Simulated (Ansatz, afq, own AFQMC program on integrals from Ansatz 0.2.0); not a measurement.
**F, doublet in aug-cc-pVTZ, levels against CCSDT(Q)**

A free F atom.

Basis aug-cc-pVTZ. Noble-gas cores (and the filled d shells of Ga–Kr and In–Xe) are frozen. AFQMC by an in-house program on the Cholesky factors that Ansatz 0.2.0 writes for its CCSD(T) run. ph-AFQMC/CISD is guided by a CISD state made of CCSD amplitudes; releasing the constraint for a short imaginary time cuts its bias at the price of noise, slowly where states lie close. Free AFQMC starts from the CCSD state and is never constrained. Its projection time is finite, and what remains of the start isn't in its error. Error bars are statistical, one sigma.

Determinant: UHF, the one that the program's search chose, which needn't be the lowest solution.

No full CI on the walks' own integrals is used here; CCSDT(Q) serves as the reference and is uncertain by about the last step of the cluster series.

Cautions: the released energies move by 1.5 errors or more from one time to the next, so no released level is given (meV from the phaseless value at times in 1/Eh: -8 ± 8 at 0.24, -2 ± 6 at 0.51, -5 ± 7 at 0.99, 16 ± 7 at 1.62, 1 ± 14 at 2.40); the ph-AFQMC/HF walk drifts between its halves (2.0 errors).

- T1 diagnostic: 0.0077
- weight of the determinant in the CISD state: 0.963
- ⟨S²⟩ of the determinant: 0.754
- size of the correlated space: 7 electrons in 45 orbitals

```
  level  correlation energy (eV)
    MP2                  -5.5845
   CCSD                  -5.8932
CCSD(T)                  -6.0123
```

**Question.** Estimate where free-projection AFQMC lies against CCSD(T) on the same integrals.

**Answer.** 7.2 ± 17.6 meV below CCSD(T). The gap is under twice the noise, so this walk alone can't tell the two apart.

Reference: CCSDT(Q), correlation energy -6.021 eV.

| level | E − E(reference) (meV) | share of correlation (%) |
| --- | --- | --- |
| CCSD(T) | 8.2 | 99.86 |
| CCSDT | 2.0 | 99.97 |
| ph-AFQMC/HF | 88.7 ± 37.4 | 98.53 |
| ph-AFQMC/CISD | 3.9 ± 6.6 | 99.93 |
| free AFQMC | 1.0 ± 17.6 | 99.98 |

Free projections are given only where their last times agree within the noise and don't stop above the reference; a slow remainder of the start can still hide under it. A walk keeps the symmetry of its determinant, which the program's search chose and which needn't be the lowest solution, so a lower state of the same spin and another symmetry isn't excluded.
